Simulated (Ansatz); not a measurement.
**CaHI (P4/nmm)**

Computed with DFT r2SCAN, scalar-relativistic, plane waves, PAW (Ansatz 0.2.0).

Plane waves to 500 eV, a k mesh through Γ of 6×6×4 on the computed 6-atom cell and Gaussian smearing (0.02 eV); no spin polarisation.

The structure is relaxed at this level of theory with its symmetry kept. Whether it is the stable form of this composition wasn't checked.

```cif
data_structure
_symmetry_space_group_name_H-M 'P4/nmm:1'
_symmetry_Int_Tables_number 129
_cell_length_a 4.0183
_cell_length_b 4.0183
_cell_length_c 9.1047
_cell_angle_alpha 90.000
_cell_angle_beta 90.000
_cell_angle_gamma 90.000
_cell_volume 147.01
loop_
_atom_site_label
_atom_site_type_symbol
_atom_site_symmetry_multiplicity
_atom_site_Wyckoff_symbol
_atom_site_fract_x
_atom_site_fract_y
_atom_site_fract_z
_atom_site_occupancy
Ca1 Ca 2 c 0.00000 0.50000 0.13377 1
H1 H 2 a 0.00000 0.00000 0.00000 1
I1 I 2 c 0.00000 0.50000 0.69185 1
```

| Quantity | Value |
| --- | --- |
| Space group | P4/nmm (No. 129) |
| Volume per atom | 24.50 Å³ |
| Formation energy from the elements' standard states (uncorrected) | -1.290 eV/atom |
| Generalised Kohn–Sham band gap | 3.87 eV, indirect from Z to M |
| Löwdin character of the top 1 eV of the valence band | I 5p 80 %, H 1s 15 % |
| Electron masses at the edge by Cartesian direction of the standard setting (m_e; degenerate bands sorted by energy; no spin-orbit coupling) | x: 0.59, 0.59; y: 0.59, 0.59; z: 0.50, 0.50 |
| Hole masses at the edge by Cartesian direction of the standard setting (m_e; degenerate bands sorted by energy; no spin-orbit coupling) | x: 3.3; y: 3.3; z: 0.27 |
| Bader charges (e) | Ca (2 in the cell) 1.52, H (2 in the cell) -0.75, I (2 in the cell) -0.76 |

Spin-orbit coupling is left out, which matters for the bands of heavy elements. Each cell of CaHI holds layers, and where no dispersion correction was added their binding is poorly described.

Cost: 8 runs of about 13 core-minutes in all, on Intel Xeon Platinum 8259CL (Skylake/Cascade Lake) (shared hosts).